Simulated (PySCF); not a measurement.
(2S)-2-methoxypropanenitrile, C4H7NO.
Numbering: `[CH3:1][O:2][C@@H:3]([CH3:4])[C:5]#[N:6]` (hydrogens: H7, H8, H9 on C1; H10 on C3; H11, H12, H13 on C4)

Computed with PySCF, PBE0-D3(BJ)/def2-SVP geometry optimisation, gas phase.

Question: List the bond lengths, angles and torsions at this level.

Answer: 
```tsv
bond	length (Å)
C1–O2	1.401
O2–C3	1.394
C3–C4	1.518
C3–C5	1.482
C5≡N6	1.157
C1–H7	1.107
C1–H8, C1–H9	1.102
C3–H10	1.111
C4–H11, C4–H12, C4–H13	1.099
```

Bonds in one row agree within 0.01 Å and their mean is given. A selection of angles:
```tsv
angle	degrees
O2–C1–H7	111.6
O2–C1–H8	107.3
H7–C1–H8	108.8
H7–C1–H9	108.4
C1–O2–C3	114.7
O2–C3–C4	108.5
O2–C3–C5	111.3
O2–C3–H10	110.4
C4–C3–C5	111.1
C4–C3–H10	109.6
C5–C3–H10	105.9
C3–C4–H11	108.9
C3–C4–H12	111.0
H11–C4–H12	109.4
C3–C5–N6	179.0
```

Torsions: C1–O2–C3–C4 172° (antiperiplanar).

The 2 C–C bonds span 1.482 Å (C3–C5, drawn single) to 1.518 Å (C3–C4, drawn single), a spread of 0.036 Å. Of the pairs four or more bonds apart, C5···H9 is among the closest relative to their van der Waals radii: 2.62 Å, 90 % of the sum of Bondi's values.

Point group: C1 (no symmetry element, even within 0.4 Å). No frequency check. The numbers are those of one conformer.
